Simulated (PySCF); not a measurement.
CS. Atoms are numbered in the order given.

```xyz
2

C      0.0000     0.0000    -1.1142
S      0.0000     0.0000     0.4178
```
Charge 0, spin multiplicity 1.

Coordinates come from a B3LYP-D3(BJ)/def2-TZVPD optimisation.

Vertical ionisation energy (IE) and electron affinity (EA) in eV. Rows of orbital energies are one-electron estimates. Where ΔSCF, EOM or ADC give a negative EA the extra electron is unbound and the value depends on the basis.

| level | IE | EA |
|---|---|---|
| −ε(HOMO), −ε(LUMO), PBE/def2-TZVPD (PySCF) | 7.37 | 3.41 |
| −ε(HOMO), −ε(LUMO), CAM-B3LYP/def2-TZVPD (PySCF) | (withheld) | (withheld) |
| EOM-CCSD/aug-cc-pVDZ (PySCF) | 11.36 | -0.39 |
| ADC(2)/aug-cc-pVDZ (PySCF) | 10.98 | -0.07 |

### Question
Some entries are withheld; supply them. (The exact figures need the calculation; the answer reports its results.)

### Answer

- −ε(HOMO), −ε(LUMO), CAM-B3LYP/def2-TZVPD (PySCF), IE: 10.40
- −ε(HOMO), −ε(LUMO), CAM-B3LYP/def2-TZVPD (PySCF), EA: 1.18

### Question
Beyond the first one, list the lowest photoelectron lines from ADC(2)/aug-cc-pVDZ in PySCF with their pole strengths (two spins summed). (An estimate is asked for; the answer gives what the named calculation found.)

### Answer
12.86 eV (1.82), 12.86 eV (1.82), 16.89 eV (1.69), 25.39 eV (1.34).
